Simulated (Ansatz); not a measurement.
# AlFH3Si: the cost of one run

Program: Ansatz 0.2.0. Level of theory: UHF/STO-3G. These are calculated values, not measurements.

## 1. The system as given

Bond lengths: F1–Al2 1.657 Å, Al2–Si3 2.376 Å, Al2–H4 1.554 Å, Si3–H5 1.479 Å, Si3–H6 1.483 Å. Angles: F1–Al2–Si3 124.1°, F1–Al2–H4 105.8°, Si3–Al2–H4 130.1°, Al2–Si3–H5 121.3°, Al2–Si3–H6 117.9°, H5–Si3–H6 102.5°.

Coordinates:

```xyz
6

F    -1.0464   -1.9012    1.1334
Al   -0.6369   -0.9191   -0.1364
Si    0.3591    1.2243    0.1029
H    -1.0416   -1.6961   -1.4194
H     1.1675    1.8216   -0.9814
H     1.1983    1.4705    1.3009
```

## 2. Relaxing end A

Contents of input.yaml:

```yaml
crystal:
  periodic: [false, false, false]
  atoms:
    - { symbol: F, position_ang: [-1.04641, -1.90122, 1.13339] }
    - { symbol: Al, position_ang: [-0.63688, -0.91909, -0.13645] }
    - { symbol: Si, position_ang: [0.3591, 1.22427, 0.10295] }
    - { symbol: H, position_ang: [-1.04161, -1.69611, -1.41937] }
    - { symbol: H, position_ang: [1.1675, 1.82163, -0.98144] }
    - { symbol: H, position_ang: [1.1983, 1.47051, 1.30092] }
magnetization:
  spin_polarized: true
  initial_magnetization: 1
basis:
  gaussian: { orbitals: STO-3G }
hamiltonian:
  xc: hf
relax:
  f_tol: 0.015
  max_steps: 40
```

The run is started by

```
$ ansatz run input.yaml --threads 1 --pin off --max-ram 2048MiB --backend cpu --events-out ev --progress --plain --runs-dir out
```

Q: Estimate wall time and peak memory on 1 thread of Intel Xeon at 2.70GHz, shared host.

About 7 s, with a peak of 0.11 GiB.
